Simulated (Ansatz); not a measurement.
H₃SCl, closed shell: a pair in one relaxed arrangement.

The input file, in.yaml:

```yaml
crystal:
  periodic: [false, false, false]
  atoms:
    - {symbol: Cl, position_ang: [0.211445, -0.067619, -2.472406]}
    - {symbol: H, position_ang: [0.057937, -0.285835, -1.201004]}
    - {symbol: S, position_ang: [-0.188465, -0.485830, 1.128275]}
    - {symbol: H, position_ang: [0.910004, 0.250543, 1.358882]}
    - {symbol: H, position_ang: [-0.990821, 0.588841, 1.186353]}
basis:
  gaussian: {orbitals: "def2-TZVPPD.json"}
correlation: {method: ccsd_t}
```

The basis file named in the input lies beside it (Basis Set Exchange, JSON).

Run by:

```bash
ansatz run in.yaml --threads 2 --pin off --events-out ev --progress --plain --max-ram 5222MiB
```

What Ansatz 0.2.0 printed:

```
Functional definition: HF
  name "HF"
  cite "Fock, Z. Phys. 61, 126 (1930) doi:10.1007/BF01340294"
  parent pbe
  exchange = exact_x
  correlation = 0
851 factors; integrals over basis functions are off by at most 1.2e-3 eV
mean field evaluation 1: about -23368.3543 eV, gradient 1.5e1 eV
mean field evaluation 2: about -23368.3966 eV, gradient 1.5e1 eV
mean field evaluation 4: about -23369.3483 eV, gradient 2.0e0 eV
mean field evaluation 8: about -23369.3732 eV, gradient 1.2e-1 eV
mean field evaluation 16: about -23369.1928 eV, gradient 5.9e0 eV
mean field -23369.37333496 eV, -858.8086297298 hartree, gradient 1.3e-6 eV, S^2 0.000000; 0 other end points of the search recorded, 0 dependent functions left out
10 core orbitals not correlated: weight in the atoms' cores, before any rotation towards them, 1.000 or more for the frozen orbitals, at most 0.000 for the correlated occupied ones
reference -23369.37333496 eV, -858.8086297298 hartree; 8, 8 occupied and 135, 135 virtual orbitals, 851 factors
second order -10.96951721 eV of doubles, -0.00000000 eV of singles
cycle   1  -11.81901577 eV  change   -8.5e-1 eV  update   6.3e-2
cycle   2  -12.11896797 eV  change   -3.0e-1 eV  update   1.9e-2
cycle   3  -12.13911638 eV  change   -2.0e-2 eV  update   5.5e-3
cycle   4  -12.13694148 eV  change    2.2e-3 eV  update   1.6e-3
cycle   5  -12.13629265 eV  change    6.5e-4 eV  update   4.4e-4
cycle   6  -12.13615509 eV  change    1.4e-4 eV  update   1.5e-4
cycle   7  -12.13615147 eV  change    3.6e-6 eV  update   4.6e-5
cycle   8  -12.13615694 eV  change   -5.5e-6 eV  update   1.5e-5
perturbative correction -0.47562768 eV, -0.0174789949 hartree
Total energy: -23381.98511958 eV, -859.2721042659 hartree
```

Time: 8 s of wall clock on 2 CPU threads of an Arm Neoverse V2; the host was shared. Peak host memory: 0.91 GiB.
